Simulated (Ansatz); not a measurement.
Born–Oppenheimer molecular dynamics of AlClH4 (6 atoms, charge 0, multiplicity 1). It starts at the highest image of a converged band, a first-order saddle point between two minima.

Method: RKS BHLYP-D4/def2-SVP (Ansatz 0.2.0).

- ensemble: NVE (velocity Verlet)
- time step: 0.5 fs
- steps asked: 200
- starting velocities drawn for: 300 K
- seed: 6548

First frame:

```xyz
6
Properties=species:S:1:pos:R:3
Al 0.010 -0.106 0.031
H 0.015 0.088 1.677
H 1.401 0.150 -0.640
H -1.402 0.073 -0.622
Cl 0.077 -2.410 0.973
H 0.049 -1.176 1.679
```

(1) How far do the bonds stretch over the last three quarters of this one trajectory? (Pairs bonded in most of those frames.)

## Answers

(1) 
```
  bond  mean (Å)  spread (Å)  shortest  longest
Al1–H2     1.587       0.028      1.54     1.64
Al1–H3     1.578       0.009      1.56     1.60
Al1–H4     1.576       0.036      1.52     1.63
Cl5–H6     1.290       0.018      1.26     1.35
```

Mean temperature of the second half: 362 K. The conserved energy stayed within 0.058 meV per atom of its start (net change -0.0012 meV per atom), so the integration is sound. A run of 0.1 ps of so small a system gives no equilibrium averages. The orbitals stay closed-shell, which can raise the energy where a bond breaks towards radicals; this wasn't checked here.

The run took 4.3 min on 1 thread of Arm Neoverse V1 (shared host), peak memory 0.1 GiB.
